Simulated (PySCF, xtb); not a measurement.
AlCl3, SMILES [Cl][Al]([Cl])[Cl].

GFN2-xTB (xtb 6.7.1) at its own geometry gives an orbital gap of 4.57 eV and a dipole moment of 0.03 D.

Geometry optimised at B3LYP-D3(BJ)/def2-SVP. The isomer is the one that the SMILES or the coordinates give; other isomers of the formula were not compared.

Problem. What does PBE/def2-TZVPD (PySCF) give? (The exact figures need the calculation; the answer reports its results.)

Solution. gap 5.62 eV (levels -8.02 and -2.40 eV), dipole 0.00 D.
